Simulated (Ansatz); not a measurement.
**CH₃F₂NS: basis-set convergence**

An exercise on one series of results from a longer session: the logs are not shown, and one member is left open.

Computed with Ansatz 0.2.0, Gaussian basis. Level: one geometry, several basis sets.

Plan: PBE0-D4/def2-SVP; ωB97M-V/def2-SVP; PBE0-D4/def2-QZVPP; ωB97M-V/def2-QZVPP; the functionals' def2-TZVPP values are taken from earlier runs.

## Structure used throughout

The geometry comes from an earlier relaxation with PBE0-D4 in a triple-zeta def2 set; it is a stationary point, not always the lowest conformer.

SMILES `NC(F)(F)S`, 8 atoms, charge 0, spin multiplicity 1.

Atoms are counted from 1 here; the program's logs count them from 0.

Bond lengths: N1–C2 1.405 Å, N1–H6 1.011 Å, N1–H7 1.011 Å, C2–F3 1.350 Å, C2–F4 1.350 Å, C2–S5 1.829 Å, S5–H8 1.344 Å. Angles: C2–N1–H6 111.6°, C2–N1–H7 111.6°, H6–N1–H7 110.7°, N1–C2–F3 108.8°, N1–C2–F4 108.8°, N1–C2–S5 113.4°, F3–C2–F4 107.0°, F3–C2–S5 109.4°, F4–C2–S5 109.4°, C2–S5–H8 95.7°.

Set-up of the first run:

in.yaml

```yaml
crystal:
  periodic: [false, false, false]
  atoms:
    - {symbol: N, position_ang: [0.861878, 0.597094, -0.737492]}
    - {symbol: C, position_ang: [-0.291622, 0.012672, -0.186803]}
    - {symbol: F, position_ang: [-1.240004, 0.964363, -0.055122]}
    - {symbol: F, position_ang: [-0.769593, -0.904899, -1.054030]}
    - {symbol: S, position_ang: [0.000309, -0.780278, 1.434797]}
    - {symbol: H, position_ang: [1.219079, 1.338781, -0.151352]}
    - {symbol: H, position_ang: [1.578264, -0.092526, -0.917676]}
    - {symbol: H, position_ang: [-1.266211, -1.192507, 1.611977]}
basis:
  gaussian: {orbitals: def2-SVP}
hamiltonian: {xc: pbe0, dispersion: d4}
output: {orbitals: {seedname: orbitals}}
```

Command:

```console
ansatz run in.yaml --threads 2 --pin off --events-out ev --progress --plain --max-ram 4352MiB
```

Steps of the session up to this table: PBE0-D4 in def2-SVP; ωB97M-V in def2-SVP; PBE0-D4 in def2-QZVPP; ωB97M-V in def2-QZVPP.

One table of the session follows, with a row left open; its other results are not shown here.

It belongs to the step «Functionals by basis». 

```
functional       basis  HOMO (eV)  LUMO (eV)
   PBE0-D4    def2-SVP      -7.54       0.55
   PBE0-D4  def2-TZVPP      -7.70      -0.04
   PBE0-D4  def2-QZVPP      -7.75      -0.24
   ωB97M-V    def2-SVP          ?          ?
   ωB97M-V  def2-TZVPP      -9.99       1.80
   ωB97M-V  def2-QZVPP     -10.05       1.37
```

Estimate the missing values for ωB97M-V, def2-SVP.

As computed: HOMO (eV): -9.80; LUMO (eV): 2.57. In the column «HOMO (eV)» it lies between ωB97M-V, def2-TZVPP (-9.99) and PBE0-D4, def2-QZVPP (-7.75).
